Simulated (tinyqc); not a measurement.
Inside a calculation. Method: Pariser-Parr-Pople SCF with singles CI, for the molecule N=CC=O (SMILES; centres numbered as the heavy atoms are written). One step of it, computed by the program tinyqc.

Task: PPP integrals. Ohno: gamma = 14.399645/sqrt(R^2 + a^2), a = 2 x 14.399645/(gamma_rr + gamma_ss); H_rr = -W_r - sum_(s != r) z_s gamma_rs; H_rs = beta for bonds.

Centres (angstrom, eV; a flat drawing with bonds scaled to 1.40 angstrom):
```
centre          x          y  core charge z          W   gamma_rr
1N       1.848000  -0.127000              1  16.030000  10.460000
2C       0.559000   0.421000              1   9.640000  10.040000
3C      -0.559000  -0.421000              1   9.640000  10.040000
4O      -1.848000   0.127000              1  17.840000  15.200000
```

Resonance integrals (eV):
```
i  j       beta
1  2  -2.220000
2  3  -2.190000
3  4  -2.300000
```

Give: repulsion gamma_rs; core matrix H.

Result:

repulsion gamma_rs (eV), order 1N, 2C, 3C, 4O:
$$\begin{pmatrix}
10.4600 & 7.2587 & 5.1383 & 3.7199 \\
7.2587 & 10.0400 & 7.1856 & 5.3731 \\
5.1383 & 7.1856 & 10.0400 & 7.9706 \\
3.7199 & 5.3731 & 7.9706 & 15.2000
\end{pmatrix}$$

core matrix H (eV), order 1N, 2C, 3C, 4O:
$$\begin{pmatrix}
-32.1468 & -2.2200 & 0.0000 & 0.0000 \\
-2.2200 & -29.4574 & -2.1900 & 0.0000 \\
0.0000 & -2.1900 & -29.9345 & -2.3000 \\
0.0000 & 0.0000 & -2.3000 & -34.9037
\end{pmatrix}$$
